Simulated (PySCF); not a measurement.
## How the method changes the constants of SiB⁻

State: ³Π (triplet), unpaired electrons σ ↑, π ↑. Set-up: PySCF, no relativity, basis sets Si def2-TZVPPD, B def2-TZVPPD. De refers to Si⁻ + B in their high-spin ground configurations, without counterpoise correction. The functionals are run spin-unrestricted. A positive dipole points towards B; it is taken about the centre of mass and depends on that origin.

```json
{"Level": "ROHF", "Re (Å)": "1.827", "ωe (cm⁻¹)": "908", "De (eV)": "n/a", "μ (D)": "-0.84", "CPU s a point (SCF and correlation, without the integrals)": "1.3"}
{"Level": "ROHF-MP2", "Re (Å)": "1.871", "ωe (cm⁻¹)": "790", "De (eV)": "n/a", "μ (D)": "n/a", "CPU s a point (SCF and correlation, without the integrals)": "2.1"}
{"Level": "ROHF-SCS-MP2", "Re (Å)": "1.870", "ωe (cm⁻¹)": "791", "De (eV)": "n/a", "μ (D)": "n/a", "CPU s a point (SCF and correlation, without the integrals)": "n/a"}
{"Level": "ROHF-CCSD", "Re (Å)": "1.860", "ωe (cm⁻¹)": "826", "De (eV)": "n/a", "μ (D)": "n/a", "CPU s a point (SCF and correlation, without the integrals)": "n/a"}
{"Level": "ROHF-CCSD(T)", "Re (Å)": "1.875", "ωe (cm⁻¹)": "795", "De (eV)": "n/a", "μ (D)": "n/a", "CPU s a point (SCF and correlation, without the integrals)": "33"}
{"Level": "PBE", "Re (Å)": "1.871", "ωe (cm⁻¹)": "795", "De (eV)": "4.10", "μ (D)": "-1.67", "CPU s a point (SCF and correlation, without the integrals)": "2.6"}
{"Level": "PBEsol", "Re (Å)": "1.867", "ωe (cm⁻¹)": "803", "De (eV)": "4.30", "μ (D)": "-1.68", "CPU s a point (SCF and correlation, without the integrals)": "0.98"}
{"Level": "BP86", "Re (Å)": "1.873", "ωe (cm⁻¹)": "789", "De (eV)": "4.05", "μ (D)": "-1.68", "CPU s a point (SCF and correlation, without the integrals)": "2.3"}
{"Level": "r²SCAN", "Re (Å)": "1.856", "ωe (cm⁻¹)": "826", "De (eV)": "3.92", "μ (D)": "-1.30", "CPU s a point (SCF and correlation, without the integrals)": "1.9"}
{"Level": "PBE0", "Re (Å)": "1.853", "ωe (cm⁻¹)": "831", "De (eV)": "3.81", "μ (D)": "-1.48", "CPU s a point (SCF and correlation, without the integrals)": "3.1"}
{"Level": "B97-3", "Re (Å)": "1.855", "ωe (cm⁻¹)": "826", "De (eV)": "n/a", "μ (D)": "-1.50", "CPU s a point (SCF and correlation, without the integrals)": "2"}
{"Level": "M06", "Re (Å)": "1.853", "ωe (cm⁻¹)": "809", "De (eV)": "n/a", "μ (D)": "-1.58", "CPU s a point (SCF and correlation, without the integrals)": "2.9"}
{"Level": "BHandHLYP", "Re (Å)": "1.839", "ωe (cm⁻¹)": "851", "De (eV)": "n/a", "μ (D)": "-1.42", "CPU s a point (SCF and correlation, without the integrals)": "2.1"}
{"Level": "ωB97X-V", "Re (Å)": "1.841", "ωe (cm⁻¹)": "859", "De (eV)": "n/a", "μ (D)": "-1.48", "CPU s a point (SCF and correlation, without the integrals)": "10"}
```

The bond length runs from 1.827 Å (ROHF) to 1.875 Å (ROHF-CCSD(T)). De spans 3.81 eV (PBE0, global hybrid GGA) to 4.30 eV (PBEsol, GGA).

Correlated steps freeze 6 core orbitals. For an ion De counts to the pair picked by the measured ionisation energies or electron affinities, which need not be the lowest pair at this level. The highest Kohn–Sham level is positive in this anion. Much of that is self-interaction error, but it also means that the finite basis helps to hold the extra electron. The CCSD T1 diagnostic is raised, a sign that a single reference may not be enough here. UHF is strongly spin-contaminated for SiB⁻, so the ROHF reference used there is far from stable. The state was picked by a PBE0 search and need not be the measured ground state.

The whole job (state search and all levels along the bond) took about 6.5 min on 2 threads of AMD EPYC 7R43 64-Core (shared host), peak memory 3 GiB.
